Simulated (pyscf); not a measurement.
Optimised with ωB97X-D3(BJ)/def2-SVP in PySCF.

PBE/def2-TZVP puts the barrier of Cl–GeH₂–Cl (SMILES [Cl][GeH2][Cl]) + H• (SMILES [H]) -> Cl–GeH•–Cl (SMILES [Cl][GeH][Cl]) + H₂ (SMILES [H][H]) (hydrogen abstraction; doublet surface; Ge–H broken, H–H formed) at -0.05 eV and the reaction energy at -1.08 eV, from the separated reactants. What do PBE0-D3(BJ)/def2-TZVP, M06-2X/def2-TZVP, ωB97M-D3(BJ)/def2-TZVP give on the same structures?

PBE0-D3(BJ): ΔE‡ = 0.02 eV, ΔE = -0.94 eV; M06-2X: ΔE‡ = 0.16 eV, ΔE = -1.09 eV; ωB97M-D3(BJ): ΔE‡ = 0.13 eV, ΔE = -1.00 eV. PBE's barrier lies under all of them, by 0.06 to 0.20 eV. Its reaction energy lies among theirs. At PBE this geometry lies under the reactants; that is no barrier but a single point on another level's saddle; such a level's own saddle, if it has one, lies nearer that side and is low. This is the saddle that the search found; another between the same sides may lie lower. The angle at the transferred H is 178°. Elements up to Kr have no core potential and no relativistic terms here.
